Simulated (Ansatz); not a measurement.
Barrier CH3 (SMILES [CH3]) + NH3 (SMILES N) via CH6N, on the benchmark's geometries as Psi4's copy gives them; open shells unrestricted, no zero-point energy, no spin–orbit coupling.
Transition structure (charge 0, multiplicity 2):
```xyz
8

C     -1.261     0.000     0.012
N      1.313     0.000    -0.137
H     -1.584     0.909    -0.485
H     -1.464    -0.005     1.077
H     -1.585    -0.904    -0.493
H      0.043     0.000    -0.152
H      1.480     0.806     0.468
H      1.481    -0.806     0.468
```

Correlated levels freeze the cores. MP2 and its Hartree–Fock in aug-cc-pVQZ are density fitted.

Codes used: Ansatz (a program for electronic structure). Values without a source in brackets are computed.

The barrier height is − E(CH3) − E(H3N) + E(TS). Total energies (hartree):

```json
[
 {"level": "HF/aug-cc-pVTZ", "CH3": "-39.5780076", "H3N": "-56.2204254", "TS": "-95.7505746"},
 {"level": "MP2/aug-cc-pVTZ", "CH3": "-39.7383055", "H3N": "-56.4605348", "TS": "-96.1684958"},
 {"level": "HF/aug-cc-pVQZ", "CH3": "-39.5804429", "H3N": "-56.2240773", "TS": "-95.7564341"},
 {"level": "MP2/aug-cc-pVQZ", "CH3": "-39.7497141", "H3N": "-56.4777091", "TS": "-96.1963429"},
 {"level": "MP2/aug-cc-pVDZ", "CH3": "-39.6980364", "H3N": "-56.4046815", "TS": "-96.0732350"},
 {"level": "CCSD(T)/aug-cc-pVDZ", "CH3": "-39.7242008", "H3N": "-56.4251365", "TS": "-96.1243500"}
]
```

### Question
Work out the barrier height at the basis-set limit: extrapolate the MP2 correlation part as X⁻³, take Hartree–Fock from the larger set, and add the CCSD(T) − MP2 difference of aug-cc-pVDZ.

### Answer

1. Differences (1 hartree = 627.509 kcal/mol): HF/aug-cc-pVTZ 30.032; MP2/aug-cc-pVTZ 19.041; HF/aug-cc-pVQZ 30.174; MP2/aug-cc-pVQZ 19.503; MP2/aug-cc-pVDZ 18.501; CCSD(T)/aug-cc-pVDZ 15.680.
2. Correlation parts, MP2 less HF: -10.990 in aug-cc-pVTZ (X = 3), -10.671 in aug-cc-pVQZ (X = 4).
3. Limit (4³·(-10.671) − 3³·(-10.990))/(4³ − 3³) = -10.438; with HF/aug-cc-pVQZ it gives 19.736.
4. CCSD(T) less MP2 in aug-cc-pVDZ: -2.821.
Result: 16.91 kcal/mol, against 19.04 at MP2/aug-cc-pVTZ. It is an estimate of this method's limit, not of the exact value.
